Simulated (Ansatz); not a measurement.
bcc Mo, treated with r²SCAN-D4 (Ansatz, a quantum-chemistry and plane-wave program, PAW).

Settings: plane-wave cutoff 560 eV, 24×24×24 k mesh, Fermi–Dirac smearing 0.05 eV, no spin polarisation, scalar-relativistic PAW data made under PBE.

Energies at three volumes about the minimum:

| V (Å³/atom) | E − E_lowest (meV/atom) |
|---|---|
| 15.232 | 5.56 |
| 15.542 | 0.00 |
| 15.853 | 5.14 |

Task: Fit a parabola by hand: where is the minimum, what lattice constant follows, and what is the bulk modulus?

Result: Slopes: (0.00 − 5.56)/(15.542 − 15.232) = -17.935 and (5.14 − 0.00)/(15.853 − 15.542) = 16.527 meV/Å³. Curvature E″ = 2 × (16.527 − (-17.935))/(15.853 − 15.232) = 110.989 meV/Å⁶. From the middle of the first interval, the slope vanishes at V0 = 15.3870 − (-17.935)/110.989 = 15.549 Å³/atom. B = V0 E″ = 15.549 × 110.989 meV/Å³ × 0.1602 GPa per meV/Å³ = 276 GPa. With 2 atoms in the cube, a = (2 × 15.549)^(1/3) = 3.145 Å. The full Birch–Murnaghan fit to all volumes gives V0 = 15.543 Å³/atom and B0 = 275 GPa.

Measured, for comparison: bulk modulus 265 GPa (zero-point energy and finite temperature contributions removed, sources range from 265 to 278; as tabulated in doi:10.1021/acs.jctc.3c00612); lattice constant a 3.141 Å (static lattice: zero-point anharmonic expansion removed; as tabulated in Mejia-Rodriguez and Trickey (2018), arXiv:1807.09216). Computed less measured: bulk modulus +3.8 % (inside the range of the sources held).
